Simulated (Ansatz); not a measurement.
Worked example: correlation energy of [SiH3···H···H], doublet

Geometry: a point of a hydrogen-transfer path between rigid fragments, not a stationary point.

```xyz
6

Si   -0.0809    0.0000    0.0000
H    -0.5758    1.3997    0.0000
H    -0.5758   -0.6999    1.2122
H    -0.5758   -0.6999   -1.2122
H     1.5321    0.0000    0.0000
H     2.4491    0.0000    0.0000
```

Basis 6-31G; Ansatz 0.2.0. Only valence electrons are correlated (noble-gas cores frozen), which leaves 9 electrons in 18 orbitals. Prefix R: restricted or restricted open-shell reference; prefix U: unrestricted.

Full CI is exact within this basis and frozen core; it isn't the basis-set limit. The frozen core follows each run's orbitals, which can shift R against U totals by a few meV.

Runs differ by some tens of microhartree through their thresholds and, for an open shell, their frozen cores, so steps under 0.1 kcal/mol mean nothing.

```tsv
level	total energy (hartree)
UHF	-291.649639
UMP2	-291.715629
UCCSD	-291.742592
UCCSD(T)	-291.743608
UCCSDT	-291.744005
UCCSDT(Q)	-291.744046
full CI	-291.744056
```

Question: What is the correlation energy at full CI, and what share of it do UMP2 and UCCSD recover?

Answer: E(corr) = -291.744056 − (-291.649639) = -0.094417 hartree = -2.569 eV. UMP2: -0.065990 / -0.094417 = 69.89 %. UCCSD: -0.092953 / -0.094417 = 98.45 %.

Question: By how many kcal/mol does UCCSD(T) miss full CI (1 hartree = 627.509 kcal/mol), and which steps make up the rest?

Answer: -291.743608 − (-291.744056) = 0.000448 hartree = 0.28 kcal/mol. Steps: UCCSDT − UCCSD(T) = -0.25, UCCSDT(Q) − UCCSDT = -0.03, full CI − UCCSDT(Q) = -0.01 kcal/mol. That is within 1 kcal/mol of the reference in this basis, which itself misses far more of the correlation at the basis-set limit.
